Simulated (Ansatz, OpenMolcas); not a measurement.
## SiHCl (SMILES [SiH]Cl): the energy, rung by rung

SiHCl has 3 atoms, charge 0, and is taken as a singlet. As SMILES, `[SiH]Cl`. Geometry: relaxed at PBE0-D4/def2-TZVP.

```xyz
3

Si   -0.5483    0.5710   -0.2339
Cl    1.2754    0.3528    0.7362
H    -0.7271   -0.9238   -0.5023
```

Quantity: the energy change with the Si1–Cl2 bond stretched from 2.077 to 2.700 Å, in eV. The values are calculated.

```tsv
level	kind	program	value (eV)	less CCSD(T)/cc-pVTZ	CPU time (all runs)
HF/cc-pVTZ (restricted)	Hartree–Fock	Ansatz	1.36	0.00	2.7 s
BLYP/cc-pVTZ (restricted)	GGA	OpenMolcas	1.02	-0.34	28 s
PBE/cc-pVTZ (restricted)	GGA	OpenMolcas	1.19	-0.17	27 s
TPSS/cc-pVTZ (restricted)	meta-GGA	OpenMolcas	1.21	-0.15	36 s
r2SCAN/cc-pVTZ (restricted)	meta-GGA	OpenMolcas	1.31	-0.05	33 s
PBE0/cc-pVTZ (restricted)	global hybrid	Ansatz	1.36	0.00	6.7 s
BCCD(T)/cc-pVTZ (restricted)	coupled cluster or CI	Ansatz	1.37	+0.01	12 s
CCSD(T)/cc-pVTZ (restricted)	coupled cluster or CI	Ansatz	1.36	0.00	8 s
```

Differences are taken from CCSD(T)/cc-pVTZ (restricted) for orientation; it has basis-set and higher-order errors of its own. The first shape isn't each level's own minimum. The values span 1.02 to 1.37 eV. CPU times are rough (shared hosts, several kinds of processor): they show what a rung costs within a factor of a few.
